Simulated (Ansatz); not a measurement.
Reaction: C2H3N (SMILES CC#N) + H+ → C2H4N+ (SMILES [NH+]#CC)
Each species at its own B3LYP-D3(BJ)/def2-TZVP minimum (Ansatz, a program for electronic structure).

Total energies in hartree (Ansatz). UHF or UKS for unpaired electrons; spin-orbit terms are left out. Correlated methods leave the cores frozen. No relativity.

| species | HF/cc-pVTZ | CCSD(T)/cc-pVTZ | HF/cc-pVQZ | CCSD(T)/cc-pVQZ | CCSD(T)/cc-pVDZ | CCSDT(Q)/cc-pVDZ |
|---|---|---|---|---|---|---|
| 1: C2H3N (acetonitrile, SMILES CC#N) | -131.97382 | -132.52744 | -131.98271 | -132.56554 | -132.39798 | -132.40002 |
| 2: C2H4N+ (SMILES CC#[NH+]) | -132.28738 | -132.83535 | -132.29611 | -132.87237 | -132.70549 | -132.70740 |

**Question.** Work out the proton affinity (electronic), positive where energy is released in kcal/mol: take Hartree-Fock from cc-pVQZ, extrapolate the CCSD(T) correlation energy as X^-3 (X = 3, 4), and add CCSDT(Q) - CCSD(T) in cc-pVDZ. 1 hartree = 627.51 kcal/mol.

**Answer.** 
Species 1: correlation (64·(-0.58283) - 27·(-0.55362))/37 = -0.60415; step -0.00204; E1 = -131.98271 + (-0.60415) + (-0.00204) = -132.58890
H+ has no electrons: E = 0
Species 2: correlation (64·(-0.57626) - 27·(-0.54797))/37 = -0.59690; step -0.00191; E2 = -132.29611 + (-0.59690) + (-0.00191) = -132.89492
+1·E1 -1·E2 = 0.30602 hartree = 192.0 kcal/mol.
